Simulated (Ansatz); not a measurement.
Cartesian coordinates in Å:
```
O 1.701 0.572 2.033
C 0.920 0.333 1.203
N 0.047 0.099 0.416
P -0.232 -0.297 -1.215
H -1.274 0.641 -1.451
H -1.162 -1.348 -0.985
```

Total charge 0; spin multiplicity 1.

Question: List the CAM-B3LYP/def2-TZVPP orbital energies in eV (the Gaussian-basis code of Ansatz). (Estimate.)

Answer: Ansatz gave: Occupied: -2100.21, -523.88, -392.40, -282.87, -181.36, -131.40, -131.31, -131.21, -32.62, -28.30, -21.34, -16.26, -15.54, -15.10, -14.86, -13.02, -11.72, -10.08, -8.83. Lowest empty: 0.67, 1.37, 1.39, 2.45, 2.80, 3.44, 5.31, 5.81.
